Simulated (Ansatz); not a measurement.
Which is lower?

The two ends of one reaction step of AlH3O2, closed shell (PBE0-D4/def2-TZVP).

A:

Al1  (-0.128, -0.348, -0.209)
O2  (1.291, 0.256, 0.494)
H3  (-0.200, -1.745, -0.924)
O4  (-1.527, 0.595, -0.138)
H5  (2.123, -0.212, 0.498)
H6  (-1.560, 1.454, 0.280)
(Å)

B:

```xyz
6
angstrom
Al -1.2447 -0.6829 -0.2667
O 0.8826 -0.8691 0.2114
H 1.5049 -1.2238 -0.4314
O -0.7651 0.9703 0.0969
H 0.9951 0.0971 0.2590
H -1.3728 1.7083 0.1309
```

Ansatz 0.2.0; basis: def2-TZVPP; cores frozen in the correlated methods. B3LYP uses VWN-RPA correlation.

(1) Which structure is lower at CCSD(T), and by how much? (An estimate is asked for; the value comes from the calculation.)

T1 diagnostic: at most 0.014. The restricted Hartree–Fock reference is unstable towards an unrestricted one at one or more of these structures.

## Answers

(1) The calculation gives: A, by 161.6 kJ/mol (electronic energy, against the other). By their contacts, A is AlH₃O₂ ([OH][AlH][OH]) and B is AlH₃O₂ ([OH][Al][OH2]).

All methods give the same order:

| method | E(B) − E(A) (kJ/mol) |
| --- | --- |
| SPW92 | 133.5 |
| PBE-D4 | 141.4 |
| BLYP-D4 | 148.9 |
| r2SCAN-D4 | 172.5 |
| B97M-V | 170.2 |
| PBE0-D4 | 152.8 |
| B3LYP-D4 | 158.1 |
| r2SCAN0-D4 | 173.1 |
| BHLYP-D4 | 169.2 |
| CAM-B3LYP-D4 | 165.8 |
| wB97X-V | 170.8 |
| wB97M-V | 153.5 |
| B2PLYP | 166.4 |
| PBE-QIDH | 168.4 |
| RPA on PBE | 154.7 |
| HF | 185.3 |
| MP2 | 175.0 |
| CCSD | 164.8 |
| CCSD(T) | 161.6 |

Labels in which every atom is bracketed show which atoms are joined, not bond orders.

For scale, one of the runs: CCSD(T)/def2-TZVPP, 146 basis functions, launched by `ansatz run in.yaml --threads 2 --pin off --events-out ev --progress --plain --max-ram 4352MiB`. Hardware: 2 CPU threads of an Intel Xeon Platinum 8259CL, shared host. Wall time 15 s; peak host memory 0.91 GiB.
